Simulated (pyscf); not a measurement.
Structures and frequencies: ωB97X-D3(BJ)/def2-SVP in PySCF. Correlated levels are frozen-core, on RHF or UHF. ΔMP2 is the change of the MP2 total energy from the triple- to the quadruple-zeta basis.

Problem. H₃C–SiH₂–Cl + HCl → CH₄ + Cl–SiH₂–Cl
Surface: singlet. Broken: C–Si, Cl–H. Formed: C–H, Cl–Si. Give ΔE‡ and ΔE from CCSD(T)/def2-TZVPP + ΔMP2(QZVPP), relative to the separated reactants.

Solution. ΔE‡ = 166.7 kJ/mol, ΔE = -93.9 kJ/mol. Zero-point energy shifts the barrier by +3.6 kJ/mol. It is a four-centre exchange, with an imaginary mode of 592i cm⁻¹. This is the saddle that the search found; another between the same sides may lie lower. The CCSD(T) − MP2 part came from Ansatz, without density fitting, on the same reference.
